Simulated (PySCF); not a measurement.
SMILES C=NC (C2H5N), CAM-B3LYP/def2-SVP optimised geometry.

```
8

C     -1.37     0.75     0.00
N      0.07     0.78     0.00
C      0.70    -0.31     0.00
H     -1.74     1.30     0.88
H     -1.74     1.30    -0.88
H     -1.80    -0.27     0.00
H      0.20    -1.30     0.00
H      1.80    -0.31     0.00
```

Density from CAM-B3LYP/def2-TZVP (PySCF) at that geometry.

Minimum of the electron density along straight lines between bonded atoms, close to the bond critical point (lines longer than 1.1 times the sum of covalent radii, or with two minima, are not listed):

| bond | length / Å | ρ at the minimum / e bohr⁻³ | ∇²ρ there / e bohr⁻⁵ | position (fraction from the first atom) |
|---|---|---|---|---|
| C1–N2 | 1.440 | 0.281 | -0.78 | 0.41 |
| N2–C3 | 1.259 | 0.406 | -1.04 | 0.65 |
| C1–H4 | 1.101 | 0.276 | -0.95 | 0.65 |
| C1–H5 | 1.101 | 0.276 | -0.95 | 0.65 |
| C1–H6 | 1.108 | 0.271 | -0.92 | 0.64 |
| C3–H7 | 1.109 | 0.273 | -0.94 | 0.65 |
| C3–H8 | 1.099 | 0.281 | -1.00 | 0.65 |
